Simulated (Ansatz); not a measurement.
Two isomers of C4H5F: A = `FC1=CCC1`, B = `CCC#CF`.

Program: Ansatz. Geometries: PBE0-D4/def2-TZVP. ΔE: electronic, gas phase. CBS: MP2 limit from def2 TZ/QZ plus the TZ coupled-cluster correction, frozen cores. Functionals use def2-TZVPP. B3LYP here is the variant with VWN-RPA as its local correlation; programs differ in this.

Task: Which isomer does CCSD(T)/CBS put lower? Give the gap. (Estimate.)

Result: Ansatz gave: A, by 94.0 kJ/mol.

Task: Give E(B) − E(A) in kJ/mol with PBE0-D4, ωB97M-V, LDA (SPW92), CCSD(T)/def2-SVP, B3LYP, HF/def2-TZVPP, PBE-D4. (An estimate is asked.)

Result: Ansatz gave: PBE0-D4 109.2, ωB97M-V 97.7, LDA (SPW92) 119.9, CCSD(T)/def2-SVP 85.8, B3LYP 82.9, HF/def2-TZVPP 77.8, PBE-D4 104.0. None reverses the order clearly.

Task: Does the order hold for the free energy at 298.15 K (harmonic terms from PBE0-D4)? (Estimate.)

Result: Computed: Yes: G(B) − G(A) = +86.0 kJ/mol.

Largest T1 diagnostic: 0.011.

In def2-TZVPP, CCSD(T) changes the Hartree–Fock value by +15.8 kJ/mol (the triples alone add +2.1 kJ/mol) and MP2 by +13.6 kJ/mol. At CCSD(T), def2-SVP lies −8.2 kJ/mol from the extrapolated value and def2-TZVPP −0.4 kJ/mol.
